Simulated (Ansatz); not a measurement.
**Heat of formation of C2H3FO (acetyl fluoride) from total energies**

The species is C2H3FO (7 atoms), meant as a singlet with charge 0. As SMILES, `CC(=O)F`. Geometry: relaxed at PBE0-D4/def2-TZVP.

Total energies at wB97M-V/aug-cc-pVDZ (Ansatz 0.2.0); the atoms run unrestricted:

| species | state | energy (Eh) |
| --- | --- | --- |
| C2H3FO | singlet | -253.050841 |
| C | triplet | -37.841232 |
| O | triplet | -75.058597 |
| F | doublet | -99.715497 |
| H | doublet | -0.492840 |

Harmonic wavenumbers at PBE0-D4/def2-TZVP, in cm⁻¹: 127, 417, 577, 609, 862, 1009, 1066, 1219, 1396, 1458, 1466, 1940, 3075, 3146, 3195.

Measured heats of formation of the gaseous atoms at 298.15 K, in kJ/mol: C 716.9, O 249.2, F 79.4, H 218.0. Spin-orbit lowering of the atoms at 298 K (mean of the ground term's levels less their thermal mean, from spectra), in kJ/mol: C 0.02, O 0.40, F 1.29. Take 1 Eh = 2625.50 kJ/mol, 1 cm⁻¹ = 0.0119627 kJ/mol, RT = 2.479 kJ/mol.

Work out the heat of formation of the gas at 298 K.


1. Electronic atomisation energy: 2 × (-37.841232) + (-75.058597) + (-99.715497) + 3 × (-0.492840) − (-253.050841) = 1.115763 Eh = 2929.4 kJ/mol.
2. Zero-point energy: half the sum of the wavenumbers, 10781 cm⁻¹ = 129.0 kJ/mol.
3. Thermal vibrational enthalpy, Σ hcν̃/(exp(hcν̃/kT) − 1): 3.9 kJ/mol. Translation, rotation and pV of a non-linear molecule: 4 RT = 9.9 kJ/mol.
4. The 7 free atoms carry 5/2 RT each: 43.4 kJ/mol.
5. Spin-orbit coupling lowers the free atoms by 2 × 0.02 + 0.40 + 1.29 = 1.7 kJ/mol.
6. Atomisation enthalpy at 298 K: 2929.4 − 1.7 − 129.0 − 3.9 − 9.9 + 43.4 = 2828.3 kJ/mol.
7. Sum of the atoms' heats of formation: 2416.4 kJ/mol. Heat of formation: 2416.4 − 2828.3 = -411.9 kJ/mol.

The tabulated value is -442.1 kJ/mol (CRC Handbook of Chemistry and Physics), so this level is off by +30.2 kJ/mol, or 1.1 % of the atomisation enthalpy that the table implies (2858.4 kJ/mol). Anharmonicity and any spin-orbit splitting of the molecule are left out.
